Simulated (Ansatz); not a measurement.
Reaction: F2 (molecular fluorine, SMILES FF) → 2 F (doublet) (the F-F bond breaks)
Each species at its own B3LYP-D3(BJ)/def2-TZVP minimum (Ansatz, an electronic-structure program).

Quantity: bond dissociation energy (electronic), in kcal/mol. UHF or UKS for unpaired electrons; spin-orbit terms are left out. CBS(X,Y): correlation extrapolated as X^-3, Hartree-Fock from the larger set (Q,5: extrapolated as (X+1)exp(-9√X)). A bracket is a step between two methods taken in the basis named. The functionals are non-relativistic, so their misses hold any scalar relativity. '+ core + X2C': CCSD(T) terms for core correlation (cc-pwCVTZ) and scalar relativity (cc-pVTZ-DK). The restricted determinant of F2 (FF, singlet) is unstable towards broken spin symmetry in at least one set run.

CCSD(T)/CBS(cc-pVQZ,cc-pV5Z) + [CCSDT(Q) - CCSD(T)]/cc-pVQZ + [CCSDTQ - CCSDT(Q)]/cc-pVDZ + core + X2C (Ansatz) gives 38.9 kcal/mol.

Question: What does PBE/def2-TZVPD (Ansatz) give here, and how do the other levels compare?

Answer: PBE gives 52.4 kcal/mol, 13.5 kcal/mol above it. Differences of the others: B3LYP/def2-TZVPD (Ansatz) -2.2; PBE0/def2-TZVPD (Ansatz) -4.2; CCSD(T)/CBS(cc-pVQZ,cc-pV5Z) + core + X2C (Ansatz) -0.5 kcal/mol.
